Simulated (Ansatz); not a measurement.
Relaxation of C₃H₅NS (10 atoms, charge 0, multiplicity 1), to a largest force component of 0.02 eV/Å in at most 40 steps.

Computed with Ansatz 0.2.0, RKS B3LYP-D4/STO-3G.

```xyz
10
Properties=species:S:1:pos:R:3:forces:R:3
C -1.132 -0.912 0.138 -4.28 3.84 -2.12
C -0.034 -0.076 0.627 1.60 0.13 3.03
N 1.365 -0.477 0.056 4.14 -7.64 1.60
C 0.940 0.650 -0.175 -3.93 4.50 -0.27
S 1.076 2.070 -0.963 -0.49 4.01 -1.61
H -2.121 -0.378 0.422 1.39 -1.26 -0.35
H -1.146 -0.949 -0.961 0.15 -0.33 -0.01
H -1.120 -1.859 0.541 -0.01 -3.19 1.32
H -0.029 0.083 1.743 -0.01 0.03 -0.88
H 2.285 1.797 -1.426 1.42 -0.10 -0.70
```

**Question.** Where does it end, and by what steps?

**Answer.** The forces met the threshold. Limits of this set-up: minimal basis. After 8 steps the energy has fallen by 1.135 eV; H8 moved furthest, 0.24 Å.

```
step  energy less start (eV)  largest force component (eV/Å)  accepted
   0                  0.0000                           7.637       yes
   1                 -1.0420                           1.553       yes
   2                 -1.1139                           0.348       yes
   3                 -1.1210                           0.496       yes
   4                 -1.1311                           0.175       yes
   5                 -1.1332                           0.059       yes
   6                 -1.1341                           0.039       yes
   7                 -1.1345                           0.035       yes
   8                 -1.1346                           0.009       yes
```

```xyz
10
Properties=species:S:1:pos:R:3
C -1.202 -0.907 0.133
C 0.040 -0.174 0.683
N 1.466 -0.488 0.055
C 0.892 0.689 -0.164
S 1.091 2.216 -0.976
H -2.110 -0.304 0.295
H -1.095 -1.096 -0.945
H -1.335 -1.873 0.647
H 0.026 -0.002 1.775
H 2.310 1.887 -1.500
```

Run time: 14 s on 1 thread of Arm Neoverse V2, on a shared host, peak memory 0.11 GiB.
